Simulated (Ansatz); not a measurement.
# Al2F (doublet): wave-function methods side by side, cc-pVTZ

How much of the correlation energy of Al2F (doublet) does each wave-function method recover here?

Computed with Ansatz 0.2.0, Gaussian basis. Level: cc-pVTZ, core rule «outside noble gas», up to 11 orbitals frozen.

To be run: UHF; CCSD(T) on ROHF; CCSD(T) on UHF; BCCD(T) on ROHF; CCSDT(Q) on ROHF; CCSDT(Q) on UHF.

10 further runs of the same task are left out: 5 for a known fault of the program, 5 set aside as unsound or not needed.

### 1 The geometry

The geometry is a PBE0/def2-TZVP stationary point (not a proven minimum) of the parent state, kept for this charge and spin.

3 atoms, charge 0, spin multiplicity 2.

Atoms are counted from 1 here; the program's logs count them from 0.

Bond lengths: Al1–Al2 2.338 Å, Al2–F3 1.647 Å. Angles: Al1–Al2–F3 180.0°.

Coordinates:

```xyz
3
Al2F
Al    0.00000    0.00000    2.10780
Al    0.00000    0.00000   -0.23040
F     0.00000    0.00000   -1.87740
```

### 2 UHF

Input file in.yaml:

```yaml
crystal:
  periodic: [false, false, false]
  atoms:
    - {symbol: Al, position_ang: [0.000000, 0.000000, 2.107800]}
    - {symbol: Al, position_ang: [0.000000, 0.000000, -0.230400]}
    - {symbol: F, position_ang: [0.000000, 0.000000, -1.877400]}
basis:
  gaussian: {orbitals: cc-pVTZ}
magnetization: {spin_polarized: true, initial_magnetization: 1}
hamiltonian: {xc: hf}
output: {orbitals: {seedname: orbitals}}
```

Started as:

```
$ ansatz run in.yaml --threads 1 --pin off --events-out ev --progress --plain --max-ram 2560MiB --backend cpu
```

The runs that follow: CCSD(T) on ROHF; CCSD(T) on UHF; BCCD(T) on ROHF; CCSDT(Q) on ROHF; CCSDT(Q) on UHF.

Q: Predict the results of all the runs planned. Wanted: UCCSDT(Q) below the RHF energy; RMP2 from UCCSDT(Q); UMP2 from UCCSDT(Q); RCCSD from UCCSDT(Q); RCCSD(T) from UCCSDT(Q); UCCSD(T) from UCCSDT(Q); RCCSDT(Q) from UCCSDT(Q); T1 diagnostic.

As calculated:

```
                         quantity                      value
   UCCSDT(Q) below the RHF energy                -10.9417 eV
              RMP2 from UCCSDT(Q)                 +989.4 meV
              UMP2 from UCCSDT(Q)                +1212.6 meV
             RCCSD from UCCSDT(Q)                 +431.2 meV
          RCCSD(T) from UCCSDT(Q)                  +52.0 meV
          UCCSD(T) from UCCSDT(Q)                  +67.5 meV
         RCCSDT(Q) from UCCSDT(Q)                   +2.9 meV
levels within 1 kcal/mol (43 meV)  RCCSDT, UCCSDT, RCCSDT(Q)
                    T1 diagnostic                      0.021
```

In words: RCCSD(T) misses by +52.0 meV, 0.5 % of the correlation energy. These misses are within one basis, not against nature; the frozen cores of restricted and unrestricted runs differ, which can shift their rows.
